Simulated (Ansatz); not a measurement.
Reaction (SMILES): C#N (CH-N) + 3 [H][H] (H2) → C (CH4) + N (NH3)
B3LYP-D3(BJ)/def2-TZVP geometries, fixed; electronic energies without zero-point terms.
Largest species:
```xyz
5

C      0.0000     0.0000     0.0000
H      0.6205     0.6269     0.6390
H     -0.6429    -0.6249     0.6185
H      0.6369    -0.6328    -0.6166
H     -0.6146     0.6308    -0.6409
```
Charge 0, spin multiplicity 1.

The energy of full hydrogenation at CCSD(T) with Ansatz (a program for electronic structure), in kcal/mol, split into its Hartree-Fock and correlation parts. Cores are frozen. No added dispersion term, no relativity. Functions are those of the species that has most.

| basis | X | functions | Hartree-Fock | CCSD(T) |
|---|---|---|---|---|
| cc-pVDZ | 2 | 34 | -77.90 | -69.62 |
| cc-pVTZ | 3 | 86 | -77.42 | -74.89 |
| cc-pVQZ | 4 | 175 | -77.55 | -76.18 |

Worked estimate of the basis-set limit from each neighbouring pair, with Hartree-Fock from the larger set and the correlation part extrapolated as X^-3.
Correlation parts: X = 2: 8.28, X = 3: 2.53, X = 4: 1.37.
- (2,3): (27·(2.53) - 8·(8.28))/19 = 0.11; with Hartree-Fock -77.42 the estimate is -77.31 kcal/mol.
- (3,4): (64·(1.37) - 27·(2.53))/37 = 0.52; with Hartree-Fock -77.55 the estimate is -77.03 kcal/mol.
The last two estimates differ by 0.28 kcal/mol; the largest set lies 0.85 from the last. Over the last step Hartree-Fock moves by -0.13 and the correlation part by -1.16.
